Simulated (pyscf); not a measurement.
## Four-centre exchange: Cl–GeH₃ (SMILES [Cl][GeH3]) + H₂O (SMILES O) → HO–GeH₂–Cl (SMILES [OH][GeH2][Cl]) + H₂ (SMILES [H][H])

Gas phase, singlet surface, charge 0. Bonds broken: Ge1–H3, O6–H7. Bonds formed: Ge1–O6, H3–H7. Optimised with ωB97X-D3(BJ)/def2-SVP in PySCF.

Transition state (Å):

```xyz
8

Ge    -0.0999     0.2312    -0.5647
Cl     1.5530     1.7110    -0.5397
H     -1.3827    -0.9306     0.1939
H     -1.2473     1.1524    -0.9665
H      0.4495    -0.8578    -1.4738
O      0.2101    -0.1337     1.3299
H     -0.7932    -0.6501     1.1009
H      0.3120     0.6196     1.9342
```

One imaginary mode, 1402i cm⁻¹; descent along it reached the two sides named, in the forms told below.

```csv
bond,change,reactant side (Å),saddle,product side
Ge1–H3,breaks,1.527,1.890,3.9
O6–H7,breaks,0.965,1.151,2.500
Ge1–O6,forms,3.1,1.954,1.771
H3–H7,forms,2.9,1.118,0.762
```

Electronic energies relative to the separated reactants (kJ/mol):

```json
[
 {"level": "ωB97X-D3(BJ)/def2-TZVP", "barrier": "165.2", "reaction energy": "-21.1", "reverse barrier": "186.3"},
 {"level": "PBE/def2-TZVP", "barrier": "143.5", "reaction energy": "-16.9", "reverse barrier": "160.4"},
 {"level": "r²SCAN/def2-TZVP", "barrier": "148.5", "reaction energy": "-24.2", "reverse barrier": "172.8"},
 {"level": "B3LYP-D3(BJ)/def2-TZVP", "barrier": "162.6", "reaction energy": "-19.9", "reverse barrier": "182.5"},
 {"level": "PBE0-D3(BJ)/def2-TZVP", "barrier": "155.1", "reaction energy": "-14.0", "reverse barrier": "169.0"},
 {"level": "M06-2X/def2-TZVP", "barrier": "153.7", "reaction energy": "-37.4", "reverse barrier": "191.1"},
 {"level": "ωB97M-D3(BJ)/def2-TZVP", "barrier": "166.3", "reaction energy": "-15.9", "reverse barrier": "182.1"},
 {"level": "HF/def2-TZVP", "barrier": "236.0", "reaction energy": "-10.9", "reverse barrier": "246.9"}
]
```

With ωB97M-D3(BJ)/def2-TZVP energies and thermal terms (ideal gas, 1 atm, RRHO with modes under 100 cm⁻¹ raised to 100, one conformer, R ln 2 for chiral ones without a mode under 150 cm⁻¹), in kJ/mol:

```json
[
 {"T (K)": "298", "ΔH‡": "157.4", "ΔG‡": "198.1", "ΔH": "-27.3", "ΔG": "-23.5"},
 {"T (K)": "600", "ΔH‡": "158.2", "ΔG‡": "239.4", "ΔH": "-22.6", "ΔG": "-21.4"},
 {"T (K)": "900", "ΔH‡": "161.2", "ΔG‡": "279.4", "ΔH": "-18.6", "ΔG": "-21.7"},
 {"T (K)": "1200", "ΔH‡": "164.8", "ΔG‡": "318.2", "ΔH": "-15.6", "ΔG": "-23.2"}
]
```

On the reactant side the descent ends in a complex, 18.2 kJ/mol under the separated species and 183.4 kJ/mol under the saddle at ωB97X-D3(BJ)/def2-TZVP. The same reactants have a lower exit, to HO–GeH₃ + HCl (barrier +85.0 kJ/mol at ωB97M-D3(BJ)/def2-TZVP, against +166.3 kJ/mol here). One saddle was located; it need not be the lowest between these sides. Elements up to Kr have no core potential and no relativistic terms here.
